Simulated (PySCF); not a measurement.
CH2O2, SMILES OC=O.

Geometry: PBE0-D3(BJ)/def2-TZVP. Other conformers were not sampled.

Two levels are set side by side: PBE/def2-TZVPD (PySCF) and HF/def2-TZVPD (PySCF). Same geometry, gas phase. Differences are taken from unrounded values.

```tsv
quantity	HF
orbital gap (eV)	14.46
highest occupied level (eV)	-12.92
lowest empty level (eV)	1.54
dipole moment (D)	1.73
mean polarisability (bohr³)	20.0
```

Question: What does PBE give, and how far is it from HF? (Estimate from the structure and the level; the computed values follow.)

Answer: 
| quantity | PBE | PBE minus HF |
|---|---|---|
| orbital gap (eV) | 5.49 | -8.97 |
| highest occupied level (eV) | -6.94 | 5.98 |
| lowest empty level (eV) | -1.45 | -2.99 |
| dipole moment (D) | 1.52 | -0.21 |
| mean polarisability (bohr³) | 23.7 | 3.7 |

PBE's occupied levels lie high since its potential decays too fast outside the molecule; exact exchange lowers them and widens the gap. PBE's more diffuse valence density responds more strongly to a field. Differences between two approximate levels are no errors against the true value.

Rough cost on one machine, each run with all the roots and properties that it gave: HF against PBE about 1/4.
